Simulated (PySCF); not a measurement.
Compound: C3H8O.
SMILES with atom numbers: `[CH3:1][CH2:2][CH2:3][OH:4]` (hydrogens: H5, H6, H7 on C1; H8, H9 on C2; H10, H11 on C3; H12 on O4)

Computed by this run: PySCF 2.14.0, PBE0-D3(BJ)/def2-SVP geometry optimisation, gas phase; density fitting, grid level 1; the optimiser is geomeTRIC in internal coordinates, started from a GFN2-xTB structure with every atom displaced at random (about 0.01 Å).

Step 0: E = -5278.5329 eV
```
atom  x, y, z in Å  |  force x, y, z in eV/Å
C1     -1.5030   -0.0162    0.1025   -0.482   1.466  -0.591
C2     -0.1515    0.0928   -0.5467    0.467  -0.136   0.651
C3      0.9424   -0.2445    0.4437    1.807   0.384  -0.337
O4      2.2811   -0.1939   -0.1249   -1.409  -0.532   0.588
H5     -1.7100   -1.0033    0.4577   -0.191  -1.028   0.451
H6     -1.6025    0.7063    0.9321    0.020  -0.202   0.054
H7     -2.2865    0.2558   -0.6248   -0.060  -0.120   0.090
H8     -0.0674   -0.5868   -1.3937    0.048  -0.186  -0.411
H9      0.0138    1.1153   -0.9077   -0.004   0.196  -0.208
H10     0.9005    0.4357    1.3259   -0.161  -0.144  -0.157
H11     0.8338   -1.2689    0.8230   -0.073  -0.102   0.012
H12     2.3890    0.6794   -0.4963    0.040   0.405  -0.141
```

Question: Estimate the geometry and energy of step 1. (The exact step hangs on the optimiser's Hessian estimate; all steps are aligned on step 0, rigid shifts and turns removed.)

Answer: E = -5278.6046 eV, largest force 0.461 eV/Å
```
atom  x, y, z in Å  |  force x, y, z in eV/Å
C1     -1.5393   -0.0093    0.0771   -0.026  -0.221   0.005
C2     -0.1349    0.1220   -0.4781    0.036  -0.001   0.062
C3      0.9978   -0.2156    0.4832   -0.193  -0.285  -0.306
O4      2.2190   -0.2587   -0.2053    0.193   0.231   0.176
H5     -1.7484   -1.0471    0.3998    0.036   0.166   0.002
H6     -1.7048    0.6540    0.9360   -0.020   0.052   0.135
H7     -2.2871    0.2493   -0.6859   -0.038   0.015  -0.012
H8     -0.0071   -0.5433   -1.3482   -0.016   0.045  -0.031
H9      0.0255    1.1530   -0.8438   -0.021   0.007  -0.064
H10     1.0117    0.4805    1.3474    0.021   0.015  -0.029
H11     0.8449   -1.2310    0.8910   -0.017   0.088   0.045
H12     2.3623    0.6179   -0.5823    0.046  -0.112   0.017
```

The energy changes by -0.0717 eV. The first-order estimate −F·Δx gives -0.2186 eV and the mean of the old and new forces, exact on a quadratic surface, -0.0753 eV. The step makes an angle of 78° with the force vector and moves no atom by more than 0.122 Å.

The cost below is that of the whole optimisation. Time: 14 s wall; peak memory 0.40 GiB. Hardware: an AMD EPYC 9R45 with one thread, on a shared host.
